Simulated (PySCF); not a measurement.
# A thermochemical cycle for OF

PBE in PySCF with def2-SVP on every atom, for the lowest determinant that a PBE0 search found; no spin–orbit coupling. OF, a doublet (π ↑), has De = 3.24 eV to neutral atoms, and OF⁺, a triplet (π ↑↑), has De = 4.72 eV to O⁺ + F.

At the same level the O atom ionises at 13.89 eV.

Question: What is the adiabatic ionisation energy of the molecule, and does ionisation strengthen or weaken the bond?

Answer: IE = IE(O) + De(neutral) − De(ion) = 13.89 + 3.24 − 4.72 = 12.41 eV. De changes by +1.48 eV, so ionisation strengthens the bond.

For an ion De counts to the pair picked by the measured ionisation energies or electron affinities, which need not be the lowest pair at this level. States were picked by a PBE0 search and need not be the measured ground states.
